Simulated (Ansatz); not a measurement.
**Other spins and charges of H2Si–Si, singlet at one geometry**

Geometry (PBE0/def2-TZVP stationary point for this spin, not checked as a minimum):

| atom | x (Å) | y (Å) | z (Å) |
| --- | --- | --- | --- |
| Si | 0.0000 | 0.0000 | 1.0300 |
| Si | 0.0000 | 0.0000 | -1.1633 |
| H | 0.0000 | 1.2361 | 1.8580 |
| H | 0.0000 | -1.2361 | 1.8580 |

Basis cc-pVDZ; Ansatz 0.2.0. Only valence electrons are correlated (noble-gas cores frozen). R marks a restricted (for open shells ROHF) determinant, U an unrestricted one. Active spaces: valence = (10e, 10o) chosen from the atoms' valence shells.

Gaps are energies of the second state less the first, at fixed atoms, for a selection of the levels run; each method lands on the state that its own search finds for that charge and spin.

Unrestricted rows (U, and Kohn–Sham where it breaks symmetry) aren't spin-pure: their determinants' ⟨S²⟩ exceeds S(S+1) by up to 0.74, so they mix in states of higher spin. A value is left out where its run failed or describes another state than the reference as far as symmetry and spin tell, or, spin-broken singlets apart, can't be checked.

PBE gives 7.959 eV for removing an electron, to the doublet. Estimate what RCCSDTQ gives in cc-pVDZ.

RCCSDTQ in cc-pVDZ gives 7.854 eV, so against it PBE is off by 0.105 eV.

Large singles or doubles amplitudes warn of static correlation in the H2Si–Si singlet.

| level | gap (eV) | error (meV) | ⟨S²⟩ where 0.1 over S(S+1) (first / second) |
| --- | --- | --- | --- |
| RHF | 6.868 | -986 | – / – |
| RMP2 | 7.737 | -117 | – / – |
| CISD | 7.569 | -285 | – / – |
| RCCSD | 7.750 | -104 | – / – |
| RCCSD(T) | 7.841 | -13 | – / – |
| BCCD(T) | 7.841 | -13 | – / – |
| RCCSDT | 7.843 | -11 | – / – |
| RCCSDT(Q) | 7.854 | 0 | – / – |
| CASSCF (valence space) | 7.165 | -689 | – / – |
| NEVPT2 (valence space) | 7.679 | -175 | – / – |
| MRCISD (valence space) | 7.759 | -95 | – / – |
| MRCISD+Q (valence space) | 7.844 | -10 | – / – |
| r2SCAN | 8.019 | 165 | 0.40 / – |
| PBE0 | 7.923 | 69 | 0.21 / – |
| B3LYP | 7.915 | 61 | – / – |
| wB97M-V | 7.820 | -34 | – / – |
| B2PLYP | 7.801 | -53 | 0.22 / – |
| RPA-PBE | 7.926 | 72 | 0.16 / – |

PBE gives 0.378 eV for triplet less singlet. Estimate what RCCSDTQ gives in cc-pVDZ.

RCCSDTQ in cc-pVDZ gives 0.495 eV, so against it PBE is off by -0.117 eV.

Large singles or doubles amplitudes warn of static correlation in the H2Si–Si singlet.

```tsv
level	gap (eV)	error (meV)	⟨S²⟩ where 0.1 over S(S+1) (first / second)
RHF	-0.129	-624	– / –
UHF	-0.127	-622	0.74 / –
CISD	0.257	-238	– / –
BCCD(T)	0.483	-12	– / –
CASSCF (valence space)	0.599	104	– / –
MRCISD (valence space)	0.503	8	– / –
MRCISD+Q (valence space)	0.490	-5	– / –
r2SCAN	0.265	-230	0.40 / –
B2PLYP	0.391	-104	0.22 / –
```

Wrong sign: RHF, UHF.

In so small a basis the reference is far from its limit while semilocal and hybrid functionals are nearer theirs (RPA and double hybrids share much of the reference's basis error), so the functionals' errors here hold much of the reference's basis and frozen-core error, which can add to them or hide them.

Full CI isn't at hand for all of this; RCCSDTQ serves as the reference, and is uncertain by about the last step of the cluster series. The frozen core follows each run's orbitals, which can shift R against U totals by a few meV.
